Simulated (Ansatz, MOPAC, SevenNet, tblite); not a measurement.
## Wurtzite CdS: properties by level of theory

Reference values: lattice constant a 4.136 Å (measured, temperature not stated, no zero-point or thermal correction; as tabulated in Biswas et al. (2022), arXiv:2106.08875); lattice parameter c 6.714 Å (measured, temperature not stated, not corrected to a static lattice; as tabulated in Biswas et al. (2022), arXiv:2106.08875).

```tsv
level (code)	lattice constant a (Å)	lattice parameter c (Å)
GFN1-xTB (tblite)	4.264	6.908
GFN2-xTB (tblite)	4.296	6.935
PM7 semi-empirical Hartree-Fock (MOPAC)	4.189	6.794
SevenNet-0	(withheld)	6.863
rVV10 (Ansatz)	(withheld)	6.850
PBE0 (Ansatz)	4.166	6.769
```

**Question.** Complete the blanks.

**Answer.** 
- SevenNet-0, lattice constant a (Å): 4.205
- rVV10 (Ansatz, an electronic-structure program), lattice constant a (Å): 4.198

Differences from the reference values (errors of the level alone only where the reference is corrected to a static lattice):

```tsv
level	lattice constant a (%)	lattice parameter c (%)
GFN1-xTB	+3.09	+2.89
GFN2-xTB	+3.87	+3.29
PM7 semi-empirical Hartree-Fock (MOPAC)	+1.28	+1.19
SevenNet-0	+1.67	+2.22
rVV10	+1.50	+2.03
PBE0	+0.73	+0.82
```

Nearest: lattice constant a, not ranked (reference at room or unstated temperature); lattice parameter c, not ranked (reference at room or unstated temperature).

Machine-learned potentials (SevenNet-0) are trained on DFT data: a solid inside that data is no test of them.

Caveats: the gap of the solid is closed in this run (GFN1-xTB); the method was fitted mainly to molecules (GFN1-xTB, GFN2-xTB, PM7 semi-empirical Hartree-Fock (MOPAC)); the run uses a supercell at the zone centre in place of a k mesh (GFN1-xTB, GFN2-xTB, PM7 semi-empirical Hartree-Fock (MOPAC)). Ansatz's density-functional and Hartree–Fock values are scalar-relativistic unless marked +SOC, with PAW data made under PBE.

Differences are worked out from the printed values.

The computed numbers hold no vibrational or temperature effects.
